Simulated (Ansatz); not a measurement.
# CH₄Al₂: one structure at several levels

The task here is to estimate one member of a computed series from the others.

Computed with Ansatz 0.2.0, Gaussian basis. Level: single points in def2-TZVPP.

Cores are frozen in the correlated methods.

**Starting geometry**

SMILES `[CH2]1[AlH][AlH]1`, 7 atoms, charge 0, spin multiplicity 1.

Atoms are counted from 1 here; the program's logs count them from 0.

Bond lengths: C1–Al2 2.175 Å, C1–Al3 2.142 Å, C1–H4 1.065 Å, C1–H5 1.065 Å, Al2–Al3 2.537 Å, Al2–H6 1.603 Å, Al3–H7 1.669 Å. Angles: Al2–C1–Al3 72.0°, Al2–C1–H4 115.3°, Al2–C1–H5 122.0°, Al3–C1–H4 115.7°, Al3–C1–H5 119.0°, H4–C1–H5 109.0°, C1–Al2–Al3 53.4°, C1–Al2–H6 146.7°, Al3–Al2–H6 159.6°, C1–Al3–Al2 54.6°, C1–Al3–H7 147.1°, Al2–Al3–H7 158.2°.

Coordinates:

```xyz
7
CH4Al2
C    -0.7030    0.0882   -0.6874
Al   -0.0336    0.8458    1.2386
Al    1.1064   -0.9332   -0.1652
H    -1.5895   -0.5009   -0.6613
H    -0.7172    0.6982   -1.5600
H    -0.2736    1.9031    2.4193
H     2.2165   -2.1119   -0.5691
```

Set-up of the first run:

Contents of run/in.yaml:

```yaml
crystal:
  periodic: [false, false, false]
  atoms:
    - {symbol: C, position_ang: [-0.703000, 0.088200, -0.687400]}
    - {symbol: Al, position_ang: [-0.033600, 0.845800, 1.238600]}
    - {symbol: Al, position_ang: [1.106400, -0.933200, -0.165200]}
    - {symbol: H, position_ang: [-1.589500, -0.500900, -0.661300]}
    - {symbol: H, position_ang: [-0.717200, 0.698200, -1.560000]}
    - {symbol: H, position_ang: [-0.273600, 1.903100, 2.419300]}
    - {symbol: H, position_ang: [2.216500, -2.111900, -0.569100]}
basis:
  gaussian: {orbitals: def2-TZVPP}
correlation: {method: ccsd_t}
output: {forces: true}
```

The command line of these runs was not kept.

Among the steps run: CCSD(T)/def2-TZVPP; PBE0-D4/def2-TZVPP; wB97M-V/def2-TZVPP; r2SCAN-D4/def2-TZVPP; PBE-D4/def2-TZVPP; wB97X-V/def2-TZVPP; B97M-V/def2-TZVPP.

One of the session's tables, all rows but one given; the rest of the session is left out.

```
   method  RMS force component (eV/Å)  angle to CCSD(T) forces (°)  dipole (D)
  CCSD(T)                       0.871                    reference        0.39
  PBE0-D4                       0.922                          3.8        0.50
  wB97M-V                           ?                            ?           ?
r2SCAN-D4                       0.921                          3.7        0.56
   PBE-D4                       0.923                          6.2        0.57
  wB97X-V                       0.964                          3.8        0.38
   B97M-V                       0.896                          5.9        0.61
```

Estimate the missing values for wB97M-V.

As computed: RMS force component (eV/Å): 0.930; angle to CCSD(T) forces (°): 4.1; dipole (D): 0.35. In the column «RMS force component (eV/Å)» it lies between PBE-D4 (0.923) and wB97X-V (0.964).
